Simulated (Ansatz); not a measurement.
A geometry relaxed with Ansatz (an electronic-structure program) with B3LYP-D3(BJ)/def2-TZVP, charge 0, multiplicity 1:

```xyz
14

C      0.8935    -1.1079    -0.3101
H      1.2206    -1.2654     0.7218
H      0.8403     1.2873     1.1175
H     -1.8428    -1.1904     0.0800
H      1.7810    -0.9027    -0.9125
H     -0.1765     2.1882    -0.0099
C     -0.1095     0.0437    -0.3870
H     -0.4061     0.1621    -1.4356
H     -1.1213    -0.3969     1.4823
C      0.5264     1.3564     0.0720
H     -2.1001     0.5367     0.3478
H      0.4537    -2.0421    -0.6658
C     -1.3673    -0.2694     0.4241
H      1.4081     1.6006    -0.5244
```

Problem. Write the SMILES of this molecule.

Solution. `CC(C)C`
